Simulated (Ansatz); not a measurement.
Input for Ansatz (a quantum-chemistry and plane-wave program): R-PBE/def2-TZVPP on CH2 (SMILES [CH2]), atoms moved off the minimum.

Ansatz 0.2 input:
```yaml
crystal:
  periodic: [false, false, false]
  atoms:
    - {symbol: C, position_ang: [0.10482578, 0.23742648, 0.08967424]}
    - {symbol: H, position_ang: [-0.82811868, -0.55901940, -0.06126822]}
    - {symbol: H, position_ang: [0.85750331, -0.56735873, -0.07798413]}
basis:
  gaussian:
    orbitals: def2-TZVPP
hamiltonian:
  xc: {name: PBE}
scf: {lower_state_search: off}
output: {forces: true}
```

Output:

```
WARN ansatz: RAYON_NUM_THREADS=1 ignored (pool sized by the plan → 1); use --threads N
Functional definition: PBE
these checks for a lower state are left out or cut short: stability, starts, cluster_reference, orbital_swaps, neighbouring_geometries, increment
integrals: 0.00 GiB planned
298 factors; their error is unknown
mean field: 0.08 GiB planned
mean field evaluation 1: about -1061.5772 eV, gradient 2.4e1 eV
mean field evaluation 2: about -1060.1275 eV, gradient 3.2e1 eV
mean field evaluation 4: about -1063.2568 eV, gradient 4.3e-1 eV
mean field evaluation 8: about -1063.2468 eV, gradient 1.7e-2 eV
mean field evaluation 16: about -1063.2468 eV, gradient 2.7e-6 eV
mean field -1063.24675095 eV, -39.0735974031 hartree, gradient 2.6e-6 eV, S^2 0.000000; 0 other end points of the search recorded, 0 dependent functions left out
the calculation of the forces begins
reference -1063.24677861 eV, -39.0735984192 hartree; 4, 4 occupied and 55, 55 virtual orbitals, 298 factors
Total energy: -1063.24677861 eV, -39.0735984192 hartree
Atom 0 at     0.104826     0.237426     0.089674 Å, force    -1.927341    -1.623818    -0.307521 eV/Å
Atom 1 at    -0.828119    -0.559019    -0.061268 Å, force     1.275050     1.638964     0.316373 eV/Å
Atom 2 at     0.857503    -0.567359    -0.077984 Å, force     0.652292    -0.015146    -0.008852 eV/Å
Dipole moment:     0.010494    -0.347915    -0.069669 e Å
Checks for a lower state left out: stability, starts, cluster_reference, orbital_swaps, neighbouring_geometries, increment
```

The calculation finished and met its thresholds.

Cost: around 0.28 core-seconds (rough).
